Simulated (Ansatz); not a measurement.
Results of r²SCAN (Ansatz, a program for electronic structure, plane waves, PAW) for trigonal Se.

Settings: plane-wave cutoff 600 eV, 12×12×8 k mesh (along the axes of the cell as run), scalar-relativistic PAW data made under PBE.

Cell (measured lattice):

```cif
data_Se3
_chemical_formula_sum 'Se3'
_space_group_name_H-M_alt 'P3121'
_space_group_IT_number 152
_space_group_name_Hall 'P 31 2"'
_cell_length_a 4.36600
_cell_length_b 4.36600
_cell_length_c 4.95400
_cell_angle_alpha 90.000
_cell_angle_beta 90.000
_cell_angle_gamma 120.000
loop_
_atom_site_label
_atom_site_type_symbol
_atom_site_symmetry_multiplicity
_atom_site_Wyckoff_symbol
_atom_site_fract_x
_atom_site_fract_y
_atom_site_fract_z
_atom_site_occupancy
Se1 Se 3 a 0.77387 0.77387 0.00000 1
```

Predict the elastic constant C12, polycrystal shear modulus (Hill average), elastic constant C66, elastic constant C11, elastic constant C13, elastic constant C33 and elastic constant C44.


- elastic constant C12 = 9.28 GPa
- polycrystal shear modulus (Hill average) = 9.84 GPa
- elastic constant C66 = 6.07 GPa
- elastic constant C11 = 21.4 GPa
- elastic constant C13 = 20.5 GPa
- elastic constant C33 = 87.5 GPa
- elastic constant C44 = 20.0 GPa

Note: the cell isn't this level's own, so it is under some stress, which shifts stiffness and frequencies.

Elastic constants are with the ions relaxed.

Computed values are for the static lattice.
